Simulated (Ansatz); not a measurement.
A geometry relaxed with B3LYP-D3(BJ)/def2-TZVP (Ansatz, a first-principles code), charge 0, multiplicity 2:

```xyz
7

C      0.8612     0.0586    -0.0037
H     -1.0093    -0.4935    -0.9113
H     -0.9848    -0.6367     0.8384
H      1.3659     0.9033    -0.4522
H      1.4694    -0.7748     0.3204
C     -0.6194    -0.0283     0.0074
H     -1.0842     0.9581     0.0747
```

**Question.** Write the SMILES of this molecule.

**Answer.** `[CH2]C`
